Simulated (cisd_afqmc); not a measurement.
Input (AFQMC/CISD/cc-pV(D+d)Z; cisd_afqmc is a phaseless AFQMC code with CISD trial states that reads the integrals written by Ansatz): A basis named .json is the Basis Set Exchange file of that set.

Ansatz 0.2 input:
```python
import cisd_afqmc

open("ham.yaml", "w").write("""\
crystal:
  periodic: [false, false, false]
  atoms:
    - {symbol: Si, position_ang: [-0.00000000, -0.00000000, -0.55023073]}
    - {symbol: O, position_ang: [0.00000000, 0.00000000, 0.96290378]}
basis:
  gaussian:
    orbitals: cc-pV_D+d_Z.json
magnetization: {spin_polarized: false}
correlation: {method: ccsd, electrons: outside_noble_gas, hamiltonian_folder: ham}
""")
rep = cisd_afqmc.ansatz("ham.yaml")
e_ccsd = rep["correlation"]["coupled_cluster"]["energy"]["hartree"]
out = cisd_afqmc.run("ham", e_ccsd, trial="CISD", walkers=200, populations=8, threads=8, dt=0.005, steps=40, early=24, settle=10, least=48,
    target=0.0004, seconds=1500, seed=1, memory=12960, gpu=False)
```

Output:

```
orbitals 31, occupied [5], factors 199 of 387, rank of the doubles 110 of 130
E(HF) = -363.800401
E(CCSD) on the cut factors = -364.079721, shift to the whole factors -0.000001
Energy of the trial state on the determinant = -364.079721
  tau behind 7.2 of longer steps, mean of the populations' last blocks
   2.0  -364.09512
   4.0  -364.09263
   6.0  -364.09372
   8.0  -364.09358
  10.0  -364.09316
  12.0  -364.09155
  14.0  -364.09274
  16.0  -364.09349
  18.0  -364.09406
  20.0  -364.09330
blocks 766 (2 outliers left out), error by blocks joined: 1: 0.00020, 2: 0.00025, 4: 0.00030, 8: 0.00033, 16: 0.00037
E(AFQMC/CISD) = -364.09309 +/- 0.00037
```
